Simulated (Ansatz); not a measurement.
Reaction (SMILES): BN (BH2-NH2) → [BH2] (BH2) + [NH2] (NH2)
B3LYP-D3(BJ)/def2-TZVP geometries, fixed; electronic energies without zero-point terms.

The bond dissociation energy at MP2 with Ansatz (a quantum-chemistry and plane-wave program), in kcal/mol, split into its Hartree-Fock and correlation parts. Cores are frozen. Open shells are unrestricted. No added dispersion term, no relativity. Functions are those of the species that has most.

```json
[
 {"basis": "cc-pVDZ", "X": "2", "functions": "48", "Hartree-Fock": "112.53", "MP2": "146.99"},
 {"basis": "cc-pVTZ", "X": "3", "functions": "116", "Hartree-Fock": "113.27", "MP2": "151.26"},
 {"basis": "cc-pVQZ", "X": "4", "functions": "230", "Hartree-Fock": "113.22", "MP2": "152.89"},
 {"basis": "cc-pV5Z", "X": "5", "functions": "402", "Hartree-Fock": "113.10", "MP2": "153.32"}
]
```

Worked estimate of the basis-set limit from each neighbouring pair, with Hartree-Fock from the larger set and the correlation part extrapolated as X^-3.
Correlation parts: X = 2: 34.46, X = 3: 37.99, X = 4: 39.67, X = 5: 40.22.
- (2,3): (27·(37.99) - 8·(34.46))/19 = 39.48; with Hartree-Fock 113.27 the estimate is 152.75 kcal/mol.
- (3,4): (64·(39.67) - 27·(37.99))/37 = 40.90; with Hartree-Fock 113.22 the estimate is 154.12 kcal/mol.
- (4,5): (125·(40.22) - 64·(39.67))/61 = 40.80; with Hartree-Fock 113.10 the estimate is 153.90 kcal/mol.
The last two estimates differ by 0.22 kcal/mol; the largest set lies 0.58 from the last. Over the last step Hartree-Fock moves by -0.12 and the correlation part by 0.55.
